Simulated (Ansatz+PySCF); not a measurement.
A calculation with Ansatz (development build ahead of 0.2.0).

```yaml
crystal:
  periodic: [false, false, false]
  atoms:
    - { symbol: Na, position_ang: [0.0, 0.0, 0.0] }
    - { symbol: Cl, position_ang: [10.0, 0.0, 0.0] }
basis:
  gaussian: { orbitals: STO-3G }
magnetization:
  spin_polarized: true
hamiltonian:
  xc: hf
correlation:
  method: mp2
  frozen_orbitals: { Cl: 5, Na: 1 }
scf:
  omitted_lower_state_checks: [starts, atomic_configurations, cluster_reference, orbital_swaps, given_window_search, neighbouring_geometries, increment]
```

The input is written out in the form of the current development build from the run's settings.

Output:

```yaml
Converged: yes
Reference_energy: -614.31796 hartree
Correlation_energy: -0.03800 hartree
Total_energy: -614.35595 hartree
Spin_squared_of_the_determinant: 0.000
Stability_test: minimum
```

Caution: bonds are stretched, where a single reference can fail.
